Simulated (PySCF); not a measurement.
Work out the structure from these simulated measurements.

Formula: C5H8O.

| Quantity | Value |
| --- | --- |
| Rotational structure | rotational constants A, B, C: 4.783, 2.801, 2.744 GHz [GFN2-xTB] |
| Dipole | 1.36 D [PBE0/pcSseg-1] |
| 13C NMR | chemical shifts (computed TMS as zero) by class: 94.0 (1 C), 78.1 (1 C), 65.9 (1 C), 33.4 (2 C) ppm [GIAO PBE0/pcSseg-1] |
| 1H NMR | chemical shifts (computed TMS as zero) by class: 1.91 (1 H), 1.50 (6 H), 0.83 (1 H) ppm [GIAO PBE0/pcSseg-1] |
| NMR, other nuclei | isotropic shieldings of nuclei other than C and H, by class: 237 (1 O) ppm [GIAO PBE0/pcSseg-1] |

Gas-phase values; electronic properties from PySCF, density fitting. Levels stand in brackets. The structure is a single GFN2-xTB conformer in the gas phase; no vibrational or solvent corrections. NMR classes are plain means over equivalent atoms (diastereotopic ones count apart unless rotation or inversion swaps them), as if these changed places fast.

Q: What is the compound? Reason from the data.

A: Numbering: `[CH:1]#[C:2][C:3]([CH3:4])([CH3:5])[OH:6]`. Its formula, C5H8O, gives 2 degrees of unsaturation: 0 rings and 2 π bonds in the structure found. 5 carbons fall into 4 classes; from least to most shielded: alkyne carbon [C2] (94.0 ppm), terminal alkyne carbon [C1] (78.1 ppm), carbinol carbon (C–OH) [C3] (65.9 ppm), methyl carbon [C4/C5] (33.4 ppm, 2 C, up to 4.3 ppm apart in this geometry). Hydrogen classes from least to most shielded: 1 H on a terminal alkyne carbon, C1 (1.91 ppm), 6 H on 2 methyl carbons, C4/C5 (1.50 ppm, a mean of values up to 0.6 ppm apart in this geometry), 1 H on an alcohol oxygen, O6 (0.83 ppm). The other shieldings belong to: 237 ppm, alcohol oxygen [O6]. By its constants the optimised geometry is a nearly prolate symmetric top. Structure: `C#CC(C)(C)O` (2-methyl-3-butyn-2-ol). Computed isomers that give other values at the same levels: `CC(=O)C1CC1` (13C chemical shifts (computed TMS as zero) by class: 212.9 (1 C), 34.6 (1 C), 21.9 (1 C), 14.2 (2 C) ppm); `C[C@@H]1C[C@H]1C=O` (rotational constant A: 8.661 GHz; this holds for the one conformer computed); `COC1(C)C=C1` (13C chemical shifts (computed TMS as zero) by class: 146.7 (2 C), 61.9 (1 C), 54.7 (1 C), 27.9 (1 C) ppm). The assignments are read from this structure; whether some other isomer fits the data as well wasn't checked.

The values belong to the conformer `[CH:1]#[C:2][C:3]([CH3:4])([CH3:5])[OH:6]`: H–O6–C3–C2 57°.
